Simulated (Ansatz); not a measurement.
Two isomers of C6H8: A = `C=C(C)C#CC`, B = `C=C1CCC1=C`.

Isolated molecules relaxed with PBE0-D4/def2-TZVP in Ansatz; ΔE leaves out vibrations. CBS: MP2 limit from def2 TZ/QZ plus the TZ coupled-cluster correction, frozen cores. DFT in def2-TZVPP.

Which isomer does CCSD(T)/CBS put lower? Give the gap. (Best estimate.)

The calculation gave: B, by 0.9 kcal/mol.

Give E(B) − E(A) in kcal/mol with PBE-D4, PBE0-D4, CCSD(T)/def2-TZVPP, B2PLYP, HF/def2-TZVPP, r2SCAN-D4, ωB97M-V. (Best estimate.)

Ansatz gave: PBE-D4 -4.2, PBE0-D4 -5.2, CCSD(T)/def2-TZVPP -1.2, B2PLYP 1.5, HF/def2-TZVPP 2.4, r2SCAN-D4 -2.3, ωB97M-V -2.8. The order is the other way round with B2PLYP, HF/def2-TZVPP.

Largest T1 diagnostic: 0.011.

In def2-TZVPP, CCSD(T) changes the Hartree–Fock value by −3.6 kcal/mol (the triples alone add −0.2 kcal/mol) and MP2 by −1.3 kcal/mol. The D4 term adds −1.6 kcal/mol with B3LYP and −0.8 kcal/mol with PBE0; it sums over pairs of atoms, weighted by their polarisabilities, and B3LYP, whose exchange is more repulsive, gets the larger term.

B3LYP here is the variant with VWN-RPA as its local correlation; programs differ in this.
